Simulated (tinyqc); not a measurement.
Worked calculation: UHF in the sto-3g basis, for BH, spin multiplicity 3. This run ends on a higher stationary point, not on the lowest solution. Computed by tinyqc, a small Python program that keeps every step (integrals from PySCF). Settings: charge = 0, multiplicity = 3, basis = sto-3g, energy threshold = 1e-08, iteration cap = 72, orthogonalisation = symmetric, start = Wolfsberg-Helmholz matrix, DIIS depth = 3, DIIS from iteration = 2, damping = 0.3, method = UHF. Command: `OMP_NUM_THREADS=1 python tinyqc.py 20741 20742 out.jsonl` (the two numbers bound the seeds that draw the settings). One thread of a shared host (Intel(R) Xeon(R) Processor @ 2.60GHz), about 0.2 s of CPU time with the checks.

Geometry (angstrom):
```
atom         x         y         z
B     0.000000  0.000000  0.000000
H     0.000000  0.000000  1.250000
```

Stop when the energy changes by less than 1e-08 hartree and every element of the error matrix X^T (F D S - S D F) X (for each spin) is below 3e-05.

Course of the cycle:
```
iteration   E (hartree)     change  largest element of the error matrix
1          -24.46268516          -                             1.31e-01
2          -24.51720778  -5.45e-02                             7.46e-02
3          -24.55084802  -3.36e-02                             4.97e-02
4          -24.57296843  -2.21e-02                             3.18e-02
5          -24.58549121  -1.25e-02                             1.72e-02
6          -24.59205387  -6.56e-03                             6.88e-03
7          -24.59536087  -3.31e-03                             1.94e-03
8          -24.59656057  -1.20e-03                             5.56e-04
9          -24.59693630  -3.76e-04                             1.70e-04
10         -24.59705032  -1.14e-04                             5.07e-05
11         -24.59708466  -3.43e-05                             1.55e-05
12         -24.59709497  -1.03e-05                             4.73e-06
13         -24.59709807  -3.10e-06                             1.43e-06
14         -24.59709900  -9.29e-07                             4.33e-07
15         -24.59709928  -2.79e-07                             1.30e-07
16         -24.59709936  -8.36e-08                             3.88e-08
17         -24.59709938  -2.51e-08                             1.16e-08
18         -24.59709939  -7.52e-09                             3.47e-09
```

Can the last value be used, and what does the course show?

No, though the log alone does not show it. Converged in 18 iterations. But the solution lies 0.14921 hartree above the reference: it is another stationary point, not the lowest one. Reruns (cap 100 unless said): DIIS 8: converged in 9 to a higher stationary point; damping 0.5: converged in 47 to a higher stationary point; level shift 0.5: converged in 40 to a higher stationary point; atomic densities as start, DIIS 8: converged in 9. PySCF UHF in the same basis, after a stability check = -24.74630655 hartree.
